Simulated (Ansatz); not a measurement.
## Cubic perovskite KTaO₃

Level of theory: r²SCAN+SOC (plane waves, PAW; Ansatz, a program for electronic structure).

Numerical settings: plane-wave cutoff 560 eV, 8×8×8 k mesh, Fermi–Dirac smearing 0.01 eV, PAW data made under PBE.

Cell (relaxed at this level):

```xyz
5
Lattice="3.9888 0.0000 0.0000 0.0000 3.9888 0.0000 0.0000 0.0000 3.9888" Properties=species:S:1:pos:R:3 pbc="T T T"
K      0.0000     0.0000     0.0000
Ta     1.9944     1.9944     1.9944
O      1.9944     0.0000     1.9944
O      0.0000     1.9944     1.9944
O      1.9944     1.9944     0.0000
```

- bulk modulus = 209 GPa
- band gap = 2.48 eV (indirect)
- smallest direct gap on the k points sampled = 3.06 eV
- pressure derivative B′ of the bulk modulus = 4.4

Measured, for comparison: band gap 3.64 eV (temperature not stated, not corrected to a static lattice, indirect; as tabulated in Himmetoglu and Janotti (2016), arXiv:1601.06205); bulk modulus 220 GPa (temperature not stated, not corrected to a static lattice; as tabulated in Tinte et al. (1998), arXiv:cond-mat/9809379). Computed (rounded) less measured: band gap -1.16 eV, bulk modulus -5 %.

Computing time: about 12 core-minutes (a rough figure).
